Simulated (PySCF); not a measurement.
Compound: P5 (charge -1).
Z-matrix (Å and degrees, GFN2-xTB geometry), rows numbered from 1:
```
P 
P   1  2.0927
P   2  2.0925  1  108.05
P   3  2.0931  2  107.98  1    -0.10
P   1  2.0930  2  107.95  3     0.02
```

The closed-shell ground state was solved at several levels (PySCF, density fitting, gas phase, non-relativistic). No diffuse functions stand in pcSseg-1, which bears on an anion's orbital energies.

| level | basis functions | HOMO (eV) | LUMO (eV) | gap (eV) |
| --- | --- | --- | --- | --- |
| PBE0/pcSseg-1 | 120 | -2.54 | 2.25 | 4.79 |
| PBE0/def2-SVPD | 120 | -2.40 | 2.30 | 4.70 |

Q: Estimate the row for wB97X-D/def2-SVPD, a basis of 120 functions; the other rows only guide the guess.

A: HOMO -4.03 eV, LUMO 3.85 eV, gap 7.88 eV.

Q: Over all these levels, which gives the widest orbital gap and which the narrowest?

A: wB97X-D/def2-SVPD (range-separated hybrid) has the widest, 7.88 eV, and PBE0/def2-SVPD (global hybrid, 25 % exact exchange) the narrowest, 4.70 eV. The two share the basis. From the narrowest to the widest the HOMO moves by -1.63 eV and the LUMO by +1.55 eV.
